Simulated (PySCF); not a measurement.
Molecule: SMILES p12p3p1p32, P$_{4}$.

Numbering as in the mapped SMILES `[p:1]12[p:2]3[p:3]1[p:4]23`.

Geometry PBE0-D3(BJ)/def2-SVP throughout; GIAO in PySCF 2.14.0 with density-fitted response routines, gas phase, one conformer, non-relativistic; equivalent atoms averaged; functional PBE0.

Problem. How do the shifts δ (against H3PO4 at the same level) depend on the basis set? (ppm; last column core-seconds on 1 thread of an Arm Neoverse V1, shared host)

Solution. 
```
  basis set  functions  P1/P2/P3/P4  core-s
   pcSseg-0         52       -584.2     2.5
    cc-pVDZ         72       -488.9       4
aug-cc-pVDZ        108       -504.1     6.4
    cc-pVTZ        136       -548.3       9
   IGLO-III        176       -567.4      11
   pcSseg-3        304       -577.5      35
```

Problem. What range do the values span?

Solution. P1/P2/P3/P4 (ring phosphorus): from -584.2 ppm with pcSseg-0 to -488.9 ppm with cc-pVDZ. 

Problem. Taking the largest basis, pcSseg-3 (304 functions), as the yardstick, rank the others by their worst heavy-atom deviation.

Solution. pcSseg-0 6.7 ppm (52 functions), IGLO-III 10.0 ppm (176 functions), cc-pVTZ 29.2 ppm (136 functions), aug-cc-pVDZ 73.3 ppm (108 functions), cc-pVDZ 88.5 ppm (72 functions).

A small basis that lands close on one nucleus may do so by chance; judge by the trend and by all nuclei.
